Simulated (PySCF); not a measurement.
Gas-phase reaction: SiH4 + 2 SiH3 + 2 C3H7 (i-propyl) ⇌ 3 ethylsilane

Energies from PySCF (xtb for GFN2), thermal terms from the rigid-rotor harmonic-oscillator model, ideal gas at 1 bar. † marks an energy on the PBE0/def2-TZVP geometry and frequencies; other levels use their own. 6-31G* has spherical d functions here. Open shells (unrestricted): SiH3 (multiplicity 2), C3H7 (i-propyl) (multiplicity 2); the rest are closed-shell singlets. GFN2 has no spin-polarisation term. B3LYP is the form with VWN-RPA correlation. The harmonic model lacks anharmonicity and excited electronic states, which grow with temperature; levels with a mode under 35 cm⁻¹ are left out. Internal rotation in C3H7 (i-propyl), ethylsilane is treated as a harmonic vibration of one conformer, which makes the entropy rough.

ΔH° and ΔS° at 298 K: B3LYP/6-31G* -637 kJ, -330 J/K; B3LYP/def2-TZVP† -637 kJ, -332 J/K; GFN2-xTB -703 kJ, -347 J/K; HF/def2-TZVP† -483 kJ, -332 J/K; PBE/def2-TZVP† -652 kJ, -332 J/K.

Question: With the heat capacities included, give log10 K (1 bar) at 600, 800, 1000, 1400, 1600 K from B3LYP/6-31G*, B3LYP/def2-TZVP†, GFN2-xTB, HF/def2-TZVP†, PBE/def2-TZVP†.

Answer: 
```csv
T (K),B3LYP/6-31G*,B3LYP/def2-TZVP†,GFN2-xTB,HF/def2-TZVP†,PBE/def2-TZVP†
600,38.2,38.0,43.0,24.7,39.4
800,24.3,24.2,27.7,14.2,25.2
1000,16.1,16.0,18.6,8.0,16.8
1400,6.8,6.7,8.3,0.9,7.2
1600,3.9,3.8,5.1,-1.2,4.3
```
